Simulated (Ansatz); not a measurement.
A nudged elastic band was laid between two geometries of ClH + H4Si (7 atoms, charge 0, multiplicity 1).

Theory: RKS PBE0-D4/def2-SVP in Ansatz 0.2.0.

| Property | Result |
| --- | --- |
| movable images | 7 |
| climbing image | yes |
| spring | 5.0 eV/Å² |
| optimiser | quadratic models (default) |
| start path | through a guess of the saddle point |
| force threshold | 0.03 eV/Å |
| iteration limit | 60 |
| end points | relaxed |

First end point:

```xyz
7
Properties=species:S:1:pos:R:3
Si 0.356 0.000 -0.151
H 0.424 0.000 1.342
H 1.750 0.000 -0.688
H -0.354 1.224 -0.620
H -0.354 -1.224 -0.620
Cl -2.946 0.000 1.364
H -2.136 0.000 2.362
```

Last end point:

```xyz
7
Properties=species:S:1:pos:R:3
Si -0.403 0.000 -0.727
H -0.088 0.000 3.421
H 0.745 0.000 0.221
H -0.370 1.220 -1.579
H -0.370 -1.220 -1.579
Cl -2.163 0.000 0.365
H -0.610 0.000 2.867
```

Q: Which bonds break or form, and what moves?

A: Bonds broken: Si1–H2, Cl6–H7. Bonds formed: Si1–Cl6, H2–H7. ClH + H4Si becomes ClH3Si + H2.

Q: Give the energies along the band, and the barrier.

A: The forces met the threshold. The highest image is number 3 of 0 to 8, 1.63 eV above the first end and 2.22 eV above the last; the last end lies 0.59 eV below the first. Neighbouring images differ by up to 1.2 eV, so the band resolves the path poorly. A vibrational analysis at the climbing image gives 2 clearly imaginary modes (957i, 136i cm⁻¹): a point of higher order, so a lower path passes nearby. The orbitals stay closed-shell, which can raise the energy where a bond breaks towards radicals; this wasn't checked here.

```json
{"image": "0", "path coordinate (Å)": "0.00", "energy (eV)": "0.00", "Si1–H2 (Å)": "1.49", "Cl6–H7 (Å)": "1.29", "Si1–Cl6 (Å)": "3.63"}
{"image": "1", "path coordinate (Å)": "0.73", "energy (eV)": "0.02", "Si1–H2 (Å)": "1.50", "Cl6–H7 (Å)": "1.29", "Si1–Cl6 (Å)": "3.53"}
{"image": "2", "path coordinate (Å)": "1.45", "energy (eV)": "0.42", "Si1–H2 (Å)": "1.53", "Cl6–H7 (Å)": "1.33", "Si1–Cl6 (Å)": "2.95"}
{"image": "3", "path coordinate (Å)": "2.18", "energy (eV)": "1.63", "Si1–H2 (Å)": "1.73", "Cl6–H7 (Å)": "1.72", "Si1–Cl6 (Å)": "2.48"}
{"image": "4", "path coordinate (Å)": "2.77", "energy (eV)": "0.89", "Si1–H2 (Å)": "2.10", "Cl6–H7 (Å)": "2.04", "Si1–Cl6 (Å)": "2.20"}
{"image": "5", "path coordinate (Å)": "3.36", "energy (eV)": "0.04", "Si1–H2 (Å)": "2.54", "Cl6–H7 (Å)": "2.26", "Si1–Cl6 (Å)": "2.10"}
{"image": "6", "path coordinate (Å)": "3.96", "energy (eV)": "-0.44", "Si1–H2 (Å)": "3.03", "Cl6–H7 (Å)": "2.51", "Si1–Cl6 (Å)": "2.08"}
{"image": "7", "path coordinate (Å)": "4.55", "energy (eV)": "-0.57", "Si1–H2 (Å)": "3.61", "Cl6–H7 (Å)": "2.78", "Si1–Cl6 (Å)": "2.07"}
{"image": "8", "path coordinate (Å)": "5.14", "energy (eV)": "-0.59", "Si1–H2 (Å)": "4.16", "Cl6–H7 (Å)": "2.95", "Si1–Cl6 (Å)": "2.07"}
```

Q: What is the geometry of the highest image?

A: 
```xyz
7
Properties=species:S:1:pos:R:3
Si -0.212 0.000 -0.041
H 0.077 0.000 1.667
H 1.295 0.000 -0.017
H -0.572 1.292 -0.673
H -0.572 -1.292 -0.673
Cl -2.437 0.000 1.043
H -0.838 0.000 1.684
```

Time of the run: 120 s on 1 thread of Arm Neoverse V2, with other jobs on the host, peak memory 0.11 GiB.
